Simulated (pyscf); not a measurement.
`[OH2]` + `[O]=[CH][SiH3]` → `[O]=[CH][OH]` + `[SiH4]`, a four-centre exchange (singlet surface; H–O, C–Si broken, C–O, H–Si formed). Single points on ωB97X-D3(BJ)/def2-SVP structures (PySCF, gas phase). MP2 and CC: frozen core, UHF for open shells. ΔMP2 is the change of the MP2 total energy from the triple- to the quadruple-zeta basis. Energies in kJ/mol from the separated reactants.

AM1 to PM7: differences of heats of formation from MOPAC, which are fitted to 298 K values and so differ in kind from electronic energies by zero-point and thermal terms. 

Task: In single points AM1 puts the saddle at 340.1 kJ/mol and the reaction energy at -17.3 kJ/mol. Should these be trusted to within a few kcal/mol? Compare with CCSD(T)/def2-TZVPP + ΔMP2(QZVPP).

Result: CCSD(T)/def2-TZVPP + ΔMP2(QZVPP) gives ΔE‡ = 262.7 kJ/mol and ΔE = -57.7 kJ/mol. AM1 lies 77.4 kJ/mol over it in the barrier and 40.4 kJ/mol over it in the reaction energy, so on this step it does not hold to within 12.6 kJ/mol. CCSD(T)/def2-TZVPP + ΔMP2(QZVPP) has limits of its own. On the reactant side the descent ends in a complex (not fully relaxed), 22.5 kJ/mol under the separated species and 273.6 kJ/mol under the saddle at ωB97X-D3(BJ)/def2-TZVP. At ωB97X-D3(BJ)/def2-TZVP the barrier from the zero used here is 251.1 kJ/mol. O=CH–SiH₃ lies 41.5 kJ/mol over its isomer H₃C–O–SiH: [singlet] (electronic energy, ωB97M-D3(BJ)/def2-TZVP). This is the saddle that the search found; another between the same sides may lie lower. The CCSD(T) − MP2 part came from Ansatz, without density fitting, on the same reference.
